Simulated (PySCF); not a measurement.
fluorine (F₂), SMILES FF. Coordinates come from a B3LYP-D3(BJ)/def2-TZVPD optimisation.

Level of theory: B3LYP-D3(BJ)/def2-TZVPD (PySCF 2.14.0).

Harmonic wavenumbers (cm⁻¹): 1049. Rotational constants (GHz): 27.29 (linear); symmetry number 2.

Work out the zero-point energy and the ideal-gas rigid-rotor harmonic-oscillator thermochemistry at 298.15 K and 1 atm.

ZPE = ½ Σ hcν = ½ × 1049 cm⁻¹ = 6.27 kJ/mol. H − E(el) = 15.03 kJ/mol. Entropy in J/(mol K): translation 154.11, rotation 47.68, vibration 0.32, total 202.11. G − E(el) = -45.23 kJ/mol. Cp = 30.47 J/(mol K).
